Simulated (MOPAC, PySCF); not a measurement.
C4H6, SMILES `C=CC=C` (C–C–C–C torsion 180°), neutral singlet in the gas phase. 

Cartesian coordinates (Å):
SMILES: C=CC=C
```xyz
10

C      1.7754    -0.3024    -0.3539
C      0.6703     0.0868     0.2682
C     -0.6703    -0.0867    -0.2682
C     -1.7754     0.3025     0.3539
H      2.7541    -0.1552     0.0810
H      1.7348    -0.7850    -1.3230
H      0.7416     0.5671     1.2394
H     -0.7416    -0.5672    -1.2393
H     -1.7348     0.7850     1.3230
H     -2.7541     0.1551    -0.0810
```
Charge 0, multiplicity 1.

All levels are single points at this geometry (CAM-B3LYP-D3(BJ)/def2-TZVP); Pople sets use spherical d functions. Orbital energies aren't observables, and empty levels follow the basis.

| level | HOMO (eV) | LUMO (eV) | gap (eV) | dipole (D) | vertical IE, Delta-SCF (eV) |
|---|---|---|---|---|---|
| CAM-B3LYP-D3(BJ)/def2-TZVP in PySCF | -8.09 | 0.31 | 8.40 | 0.00 | – |
| B3LYP/3-21G in PySCF | -6.35 | -0.49 | 5.86 | 0.00 | – |
| B3LYP/6-311+G** in PySCF | -6.66 | -1.08 | 5.57 | 0.00 | – |
| B3LYP/6-31G* in PySCF | -6.28 | -0.51 | 5.76 | 0.00 | 8.69 |
| M06-2X/6-31G* in PySCF | -7.70 | 0.53 | 8.22 | 0.00 | – |
| PBE/6-31G* in PySCF | -5.50 | -1.32 | 4.18 | 0.00 | 8.71 |
| HF/3-21G in PySCF | -8.78 | 3.51 | 12.30 | 0.00 | – |
| HF/6-31G* in PySCF | -8.70 | 3.57 | 12.27 | 0.00 | – |
| HF/STO-3G in PySCF | -7.28 | 6.72 | 14.00 | 0.00 | – |
| AM1 in MOPAC | -9.42 | 0.46 | 9.88 | 0.00 | – |
| PM3 in MOPAC | -9.51 | 0.27 | 9.78 | 0.00 | – |
| PM6 in MOPAC | -9.61 | 0.25 | 9.86 | 0.00 | – |
| PM7 in MOPAC | -9.67 | 0.11 | 9.78 | 0.00 | – |
